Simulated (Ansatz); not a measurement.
Task: a search for lower mean-field states of MgO (charge +1), with the Ansatz DFT code, driven from Python. Give the script and its output. Use (for the species named): PBE0, cc-pVDZ basis, multiplicity 2.

```yaml
atoms:
  - { symbol: Mg, position_ang: [0.0000, 0.0000, 0.0000] }
  - { symbol: O, position_ang: [0.0000, 0.0000, 2.0550] }
```

`states_mgo.py`
```python
# -*- coding: utf-8 -*-
'''Does a wider search find a lower mean-field state of MgO(+)?'''

import ansatz as az
from ase import Atoms
import numpy as np

atoms = Atoms(['Mg', 'O'], positions=[
    (0.0, 0.0, 0.0),
    (0.0, 0.0, 2.055),
])
system = az.Crystal.molecule_from_ase(atoms)
symbols = [site.symbol for site in system.cartesian_sites]

start = np.array([site.position_ang for site in system.cartesian_sites])
for factor in [1.0, 1.5]:
    xyz = (start - start.mean(axis=0)) * factor
    scaled = az.Crystal.molecule()
    for symbol, place in zip(symbols, xyz):
        scaled = scaled.atom(symbol, place.tolist())
    calc = scaled.calculation()
    calc = calc.basis(gaussian='cc-pVDZ').functional('PBE0')
    calc = calc.charge(1)
    calc = calc.spin('collinear', total=1)
    for search in ('off', 'standard'):
        try:
            data = calc.scf(lower_state_search=search).run(threads=1).report
        except az.AnsatzError as error:
            print(f'x{factor} search {search}: {type(error).__name__}')
            continue
        state = data['mean_field']['state']
        print(f'all distances x{factor}, search {search:8s} E = {data["free_energy_ev"]:.5f} eV  <S^2> = {abs(state["spin_squared"]):.3f}  other states met: {len(data["mean_field"]["others"])}')
```

```console
$ python states_mgo.py
all distances x1.0, search off      E = -7476.05746 eV  <S^2> = 0.822  other states met: 0
all distances x1.0, search standard E = -7476.05746 eV  <S^2> = 0.822  other states met: 4
all distances x1.5, search off      E = -7474.50336 eV  <S^2> = 1.653  other states met: 0
all distances x1.5, search standard E = -7474.64947 eV  <S^2> = 1.754  other states met: 2
```

These settings explore the input space; basis and method may be short of convergence. The count of other states can hold repeated and symmetry-equivalent ends of the search; scaling all distances is a test, and for more than two atoms no physical path. The species is open-shell (spin multiplicity 2). The expectation value of S² is noticeably off S(S+1) in at least one run, so that state is spin-contaminated. The spin state was assumed, and another may lie lower. Finished in 7.6 s on 1 thread of Intel(R) Xeon(R) Platinum 8488C (Sapphire Rapids), on a shared host, peak memory 0.17 GiB.

(A comment or docstring line of the script was reworded after the run, the code is as it ran; lines on the test bed's own set-up are left out of the output.)
